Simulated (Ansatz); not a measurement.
# Zr3N2 (R-3c)

Theory: Ansatz, DFT r2SCAN, scalar-relativistic, plane waves, PAW.

Cutoff 500 eV; k points 12×12×12 on the computed 10-atom cell (Γ-centred); Gaussian smearing, width 0.10 eV; no spin polarisation.

The structure is relaxed at this level of theory with its symmetry kept. Whether it is the stable form of this composition wasn't checked.

```yaml
crystal:
  lattice:
    - [2.82362, 1.63022, 5.23602]
    - [-2.82362, 1.63022, 5.23602]
    - [0.00000, -3.26043, 5.23602]
  atoms:
    - { symbol: Zr, position: [0.42479, 0.07521, 0.75000] }
    - { symbol: Zr, position: [0.07521, 0.75000, 0.42479] }
    - { symbol: Zr, position: [0.75000, 0.42479, 0.07521] }
    - { symbol: Zr, position: [0.25000, 0.57521, 0.92479] }
    - { symbol: Zr, position: [0.92479, 0.25000, 0.57521] }
    - { symbol: Zr, position: [0.57521, 0.92479, 0.25000] }
    - { symbol: N, position: [0.33850, 0.33850, 0.33850] }
    - { symbol: N, position: [0.16150, 0.16150, 0.16150] }
    - { symbol: N, position: [0.83850, 0.83850, 0.83850] }
    - { symbol: N, position: [0.66150, 0.66150, 0.66150] }
```

```
Space group                                                       : R-3c (No. 167)
Volume per atom                                                   : 14.46 Å³
Formation energy from the elements' standard states (uncorrected) : -1.586 eV/atom
Generalised Kohn–Sham band gap                                    : none (metal)
Density of states at the Fermi level                              : 3.68 states/eV per cell
Löwdin character within 0.5 eV of the Fermi level                 : Zr 4d 81 %, N 2p 9 %
Bulk modulus                                                      : 206 GPa
Its pressure derivative                                           : 4.0
Bader charges (e)                                                 : Zr (6 in the cell) 1.29, N (4 in the cell) -1.93
```